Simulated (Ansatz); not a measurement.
Predict the output of the script below (Ansatz 0.2.0, Python API).

`alho2.py`
```python
"""Bending curve of AlHO2."""

import ansatz as az
from ase import Atoms

atoms = Atoms(["O", "Al", "O", "H"], positions=[
    (-1.60583, -1.40374, -0.6512),
    (-0.47402, -0.41507, -0.19133),
    (0.69875, 0.60904, 0.2851),
    (1.3811, 1.20977, 0.55743),
])

# relax first, so that the scan starts from a minimum
first = (
    az.Crystal.molecule_from_ase(atoms).calculation()
    .basis(gaussian="def2-SVP")
    .functional("pbe", dispersion="d3bj")
    .relax(force_tolerance=0.02, max_steps=80)
)
atoms.positions = first.run().report["positions_ang"]

rows = []
for angle in [90, 100, 110, 120, 135, 150, 165, 179]:
    bent = atoms.copy()
    bent.set_angle(1, 2, 3, angle, indices=[3])
    calc = (
        az.Crystal.molecule_from_ase(bent).calculation()
        .basis(gaussian="def2-SVP")
        .functional("pbe", dispersion="d3bj")
    )
    rows.append((angle, calc.run().report["free_energy_ev"]))
floor = min(e for _, e in rows)
for angle, e in rows:
    print(f"angle Al1-O2-H3 = {angle:3d} deg   {1000 * (e - floor):9.1f} meV")
```

```console
$ python alho2.py
angle Al1-O2-H3 =  90 deg       302.5 meV
angle Al1-O2-H3 = 100 deg       129.3 meV
angle Al1-O2-H3 = 110 deg        37.5 meV
angle Al1-O2-H3 = 120 deg         0.0 meV
angle Al1-O2-H3 = 135 deg         4.7 meV
angle Al1-O2-H3 = 150 deg        40.9 meV
angle Al1-O2-H3 = 165 deg        74.9 meV
angle Al1-O2-H3 = 179 deg        88.6 meV
```

The scan is rigid, and the energies are electronic, in a modest basis. The zero is the lowest point of the grid, which needn't be the minimum. Run time: 17 s on 1 thread of AMD EPYC 7B13 (Zen 3), with other jobs on the host, peak memory 0.19 GiB.
